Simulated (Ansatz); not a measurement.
**Property card for SnO2**

All numbers below come from DFT r2SCAN, scalar-relativistic, plane waves, PAW in Ansatz.

Cutoff 500 eV; k points 10×10×10 on the computed 6-atom cell (Γ-centred); Gaussian smearing, width 0.02 eV; no spin polarisation.

The structure is relaxed at this level of theory with its symmetry kept. This form isn't the usual stable structure of the compound.

```
Sn O
1.0
    -1.99954    1.99954    5.10209
     1.99954   -1.99954    5.10209
     1.99954    1.99954   -5.10209
Sn O
2 4
Cartesian
  0.0000 1.9995 2.5510
  0.0000 0.0000 0.0000
  0.0000 0.0000 8.1263
  0.0000 1.9995 4.6290
  0.0000 0.0000 2.0779
  0.0000 1.9995 0.4731
```

Formation energy from the elements' standard states (uncorrected)?

-1.783 eV/atom.

Generalised Kohn–Sham band gap?

2.33 eV, indirect from (0.229, 0.229, 0.250) to Γ.

Löwdin character of the top 1 eV of the valence band?

O 2p 97 %.

Löwdin character of the lowest 1 eV of the conduction band?

Sn 5s 55 %, O 2s 23 %, O 2p 15 %.

Electron masses at the edge by Cartesian direction of the standard setting (m_e; degenerate bands sorted by energy; no spin-orbit coupling)?

x: 0.25; y: 0.25; z: 0.23.

Hole masses at the edge by Cartesian direction of the standard setting (m_e; degenerate bands sorted by energy; no spin-orbit coupling)?

x: 2.8, 2.6; y: 2.8, 2.6; z: 3.7, 3.2.

Bulk modulus?

161 GPa.

Its pressure derivative?

3.5.

Bader charges (e)?

Sn (2 in the cell) 2.62, O (4 in the cell) -1.31.

Cost: 11 runs of about 12 core-minutes in all, on Intel Xeon 6975P-C (Granite Rapids) (shared hosts).